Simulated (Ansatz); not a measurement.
C5H12O can be A, `CCCCCO`, or B, `CC(C)(C)CO`.

Calculated with Ansatz (gas phase, PBE0-D4/def2-TZVP geometries, no zero-point term in ΔE). CCSD(T)/CBS adds triple-zeta CCSD(T) − MP2 to the extrapolated MP2 energy (def2 sets, frozen cores). DFT in def2-TZVPP. B3LYP here is the variant with VWN-RPA as its local correlation; programs differ in this. One conformer a species, not always the lowest.

A:

Z-matrix (Å, degrees):
```
C
C 1 1.520
H 1 1.094 2 110.9
H 1 1.093 2 111.9 3 120.1
H 1 1.092 2 111.3 3 -119.8
C 2 1.523 1 114.1 3 -56.9
H 2 1.097 1 109.5 3 -179.6
H 2 1.095 1 109.1 3 64.9
C 6 1.521 2 114.2 1 -64.1
H 6 1.094 2 109.5 1 174.1
H 6 1.098 2 109.3 1 58.2
C 9 1.517 6 113.2 2 -174.0
H 9 1.099 6 109.6 2 -52.1
H 9 1.096 6 110.7 2 64.4
O 12 1.414 9 113.4 6 61.2
H 12 1.099 9 109.9 6 -174.4
H 12 1.094 9 110.0 6 -56.6
H 15 0.961 12 108.1 9 62.3
```

B:

Z-matrix (Å, degrees):
```
C
C 1 1.524
H 1 1.092 2 110.8
H 1 1.093 2 110.9 3 120.4
H 1 1.094 2 110.9 3 -119.7
C 2 1.524 1 110.1 3 175.8
C 2 1.526 1 109.9 3 -63.4
C 2 1.531 1 109.7 3 57.5
H 6 1.094 2 111.4 1 179.3
H 6 1.094 2 111.1 1 -60.3
H 6 1.093 2 110.8 1 59.4
H 7 1.095 2 111.3 1 177.6
H 7 1.094 2 111.6 1 56.3
H 7 1.093 2 110.7 1 -62.7
O 8 1.411 2 114.5 1 -59.9
H 8 1.100 2 109.1 1 175.4
H 8 1.094 2 109.2 1 58.4
H 15 0.960 8 108.4 2 -69.6
```

Question: Which isomer does CCSD(T)/CBS put lower? Give the gap. (Best estimate.)

Answer: The calculation gave: B, by 4.4 kcal/mol.

Question: Give E(B) − E(A) in kcal/mol with B3LYP-D4, CCSD/def2-TZVPP, CCSD(T)/def2-SVP, PBE-D4, r2SCAN-D4, PBE0-D4, ωB97M-V. (Best estimate.)

Answer: Computed: B3LYP-D4 -3.2, CCSD/def2-TZVPP -4.0, CCSD(T)/def2-SVP -4.8, PBE-D4 -3.3, r2SCAN-D4 -4.2, PBE0-D4 -3.3, ωB97M-V -4.2. None reverses the order clearly.

Largest T1 diagnostic: 0.009.

From BLYP to BHLYP (50 % exact exchange), in def2-TZVPP and without D4, E(B) − E(A) moves by −1.0 kcal/mol. The D4 term adds −1.8 kcal/mol with B3LYP and −1.0 kcal/mol with PBE0; it sums over pairs of atoms, weighted by their polarisabilities, and B3LYP, whose exchange is more repulsive, gets the larger term.
